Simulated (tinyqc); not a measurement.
Worked calculation: UHF in the sto-3g basis, for LiH+, spin multiplicity 2. One step of it, computed by the program tinyqc.

Question. Iteration 1: building the Fock matrix. J_ij = sum D_kl (ij|kl) with D = D(alpha) + D(beta), K_ij = sum D_kl (ik|jl) for each spin; F = H + J - K(s); E = tr D H + tr D J / 2 - 0.5 sum_s tr D(s) K(s) + E_nn.

D(alpha) at the start, lower triangle:
```
            1Li 1s     1Li 2s    1Li 2px    1Li 2py    1Li 2pz     2H 1s
1Li 1s    0.450108
1Li 2s   -0.318414   0.313336
1Li 2px   0.145211  -0.138839   0.061654
1Li 2py  -0.344207   0.084716  -0.045946   0.549446
1Li 2pz   0.264081  -0.355358   0.154298   0.101868   0.477429
2H 1s     0.060022   0.153513  -0.060984  -0.399165  -0.339763  0.444013
```

D(beta) at the start, lower triangle:
```
            1Li 1s     1Li 2s    1Li 2px    1Li 2py    1Li 2pz     2H 1s
1Li 1s    0.097618
1Li 2s   -0.151116   0.233933
1Li 2px   0.065137  -0.100834   0.043463
1Li 2py   0.073271  -0.113427   0.048891   0.054997
1Li 2pz   0.214287  -0.331724   0.142986   0.160843   0.470395
2H 1s    -0.169552   0.262472  -0.113136  -0.127264  -0.372194  0.294493
```

core Hamiltonian H = T + V (hartree), lower triangle:
```
            1Li 1s     1Li 2s    1Li 2px    1Li 2py    1Li 2pz      2H 1s
1Li 1s   -4.619990
1Li 2s   -1.036159  -1.314089
1Li 2px   0.000000   0.000000  -1.069085
1Li 2py   0.000000   0.000000   0.000000  -1.069085
1Li 2pz  -0.006736  -0.074241   0.000000   0.000000  -1.122303
2H 1s    -0.038708  -0.290031   0.000000   0.000000  -0.416876  -1.108253
```

Two-electron integrals (ij|kl) in chemists' order, unique and non-zero (hartree):
```
(11|11) 1.680395   (21|11) 0.265420   (21|21) 0.049941   (22|11) 0.397727
(22|21) 0.092860   (22|22) 0.290562   (31|31) 0.008981   (32|31) 0.013788
(32|32) 0.064184   (33|11) 0.396640   (33|21) 0.092880   (33|22) 0.290497
(33|33) 0.312946   (41|41) 0.008981   (42|41) 0.013788   (42|42) 0.064184
(43|43) 0.016869   (44|11) 0.396640   (44|21) 0.092880   (44|22) 0.290497
(44|33) 0.279207   (44|44) 0.312946   (51|51) 0.008981   (52|51) 0.013788
(52|52) 0.064184   (53|53) 0.016869   (54|54) 0.016869   (55|11) 0.396640
(55|21) 0.092880   (55|22) 0.290497   (55|33) 0.279207   (55|44) 0.279207
(55|55) 0.312946   (61|11) 0.008887   (61|21) 0.001708   (61|22) 0.003323
(61|33) 0.003276   (61|44) 0.003276   (61|51) 0.000248   (61|52) 0.000491
(61|55) 0.003420   (61|61) 0.000067   (62|11) 0.054646   (62|21) 0.013074
(62|22) 0.048226   (62|33) 0.045327   (62|44) 0.045327   (62|51) 0.001918
(62|52) 0.015347   (62|55) 0.053975   (62|61) 0.000562   (62|62) 0.018163
(63|31) 0.000614   (63|32) 0.003717   (63|53) 0.001851   (63|63) 0.000783
(64|41) 0.000614   (64|42) 0.003717   (64|54) 0.001851   (64|64) 0.000783
(65|11) 0.078610   (65|21) 0.018879   (65|22) 0.070933   (65|33) 0.066147
(65|44) 0.066147   (65|51) 0.002947   (65|52) 0.023830   (65|55) 0.080435
(65|61) 0.000822   (65|62) 0.028226   (65|65) 0.044012   (66|11) 0.213885
(66|21) 0.051568   (66|22) 0.207297   (66|33) 0.191336   (66|44) 0.191336
(66|51) 0.006723   (66|52) 0.070831   (66|55) 0.238986   (66|61) 0.002197
(66|62) 0.105918   (66|65) 0.167728   (66|66) 0.774606
```

nuclear repulsion = 0.64168619 hartree

Give: Coulomb J; exchange K(alpha); exchange K(beta); F(alpha); F(beta); total energy of this density.

Answer.

Coulomb J (hartree), lower triangle:
```
          1Li 1s   1Li 2s  1Li 2px  1Li 2py  1Li 2pz   2H 1s
1Li 1s    1.6357
1Li 2s    0.3249   0.8626
1Li 2px  -0.0030  -0.0263   0.8394
1Li 2py  -0.0063  -0.0151   0.0001   0.8563
1Li 2pz  -0.0080  -0.0440   0.0094   0.0069   0.8899
2H 1s     0.0111   0.1611  -0.0007  -0.0004   0.2419  0.8744
```

exchange K(alpha) (hartree), lower triangle:
```
          1Li 1s   1Li 2s  1Li 2px  1Li 2py  1Li 2pz   2H 1s
1Li 1s    0.6142
1Li 2s    0.0264   0.1383
1Li 2px   0.0439  -0.0367   0.0523
1Li 2py  -0.1321  -0.0262  -0.0136   0.1967
1Li 2pz   0.0751  -0.0973   0.0415   0.0030   0.1476
2H 1s     0.0246   0.0499  -0.0075  -0.0669   0.0117  0.2700
```

exchange K(beta) (hartree), lower triangle:
```
          1Li 1s   1Li 2s  1Li 2px  1Li 2py  1Li 2pz   2H 1s
1Li 1s    0.0983
1Li 2s   -0.0182   0.0961
1Li 2px   0.0152  -0.0344   0.0348
1Li 2py   0.0171  -0.0387   0.0145   0.0382
1Li 2pz   0.0411  -0.0963   0.0346   0.0390   0.1252
2H 1s    -0.0179   0.0407  -0.0167  -0.0188  -0.0144  0.1646
```

F(alpha) (hartree), lower triangle:
```
          1Li 1s   1Li 2s  1Li 2px  1Li 2py  1Li 2pz    2H 1s
1Li 1s   -3.5985
1Li 2s   -0.7376  -0.5897
1Li 2px  -0.0469   0.0105  -0.2820
1Li 2py   0.1258   0.0112   0.0137  -0.4095
1Li 2pz  -0.0899  -0.0209  -0.0322   0.0039  -0.3801
2H 1s    -0.0522  -0.1788   0.0068   0.0665  -0.1867  -0.5038
```

F(beta) (hartree), lower triangle:
```
          1Li 1s   1Li 2s  1Li 2px  1Li 2py  1Li 2pz    2H 1s
1Li 1s   -3.0826
1Li 2s   -0.6931  -0.5476
1Li 2px  -0.0183   0.0081  -0.2645
1Li 2py  -0.0234   0.0236  -0.0144  -0.2510
1Li 2pz  -0.0559  -0.0219  -0.0253  -0.0321  -0.3576
2H 1s    -0.0097  -0.1696   0.0160   0.0184  -0.1606  -0.3985
```

total energy of this density = -2.919330 hartree

This density is the starting one.
